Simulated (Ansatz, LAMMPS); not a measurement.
# Bulk modulus B0 of bcc Mo: levels of theory against measurement

Reference value: 265 GPa (measured, zero-point energy and finite temperature contributions removed, sources range from 265 to 278; as tabulated in doi:10.1021/acs.jctc.3c00612).

```tsv
level (code)	value (GPa)	cell (Å³/atom)	error (%)
Lennard-Jones uff-vdw (LAMMPS)	1.3	18.91	-100
LDA (Ansatz)	293	15.06	+10.6
BLYP (Ansatz)	234	16.41	-11.7
PBE (Ansatz)	259	15.79	-2.3
PBEsol (Ansatz)	280	15.33	+5.7
PBE-D3(BJ) (Ansatz)	276	15.34	+4.2
PBE-D4 (Ansatz)	273	15.44	+3.0
PBEsol-D3(BJ) (Ansatz)	297	14.92	+12.1
rVV10 (Ansatz)	253	16.13	-4.5
r²SCAN+rVV10 (Ansatz)	277	15.54	+4.5
HSE06 (Ansatz)	293	15.43	+10.6
PBE0 (Ansatz)	292	15.45	+10.2
```

Leaving aside Lennard-Jones uff-vdw, which can be fitted to such values or carry a doubt: Nearest, and too close to rank with a margin of 5.0 % (twice that across the reference) picked here for doubts on the reference and the settings: PBE (-2.3 %), PBE-D4 (+3.0 %), PBE-D3(BJ) (+4.2 %), rVV10 (-4.5 %), r²SCAN+rVV10 (+4.5 %), PBEsol (+5.7 %), PBE0 (+10.2 %), LDA (+10.6 %), HSE06 (+10.6 %), PBEsol-D3(BJ) (+12.1 %). Within 15 %: LDA, BLYP, PBE, PBEsol, PBE-D3(BJ), PBE-D4, PBEsol-D3(BJ), rVV10, r²SCAN+rVV10, HSE06, PBE0. The lowest first-principles rung that does so: DFT without exact exchange (LDA, BLYP, PBE, PBEsol, PBE-D3(BJ), PBE-D4, PBEsol-D3(BJ), rVV10, r²SCAN+rVV10).

Lennard-Jones uff-vdw: this is a force field's van der Waals term alone, without bonds or charges. Lennard-Jones uff-vdw: pair potentials favour close packing, so symmetry can be all that holds this lattice. Each level is taken at its own relaxed cell. Cutoffs and k meshes differ between the levels. Ansatz's density-functional and Hartree–Fock values are scalar-relativistic unless marked +SOC, with PAW data made under PBE.

Differences are worked out from the printed values.

Ansatz is a first-principles code.
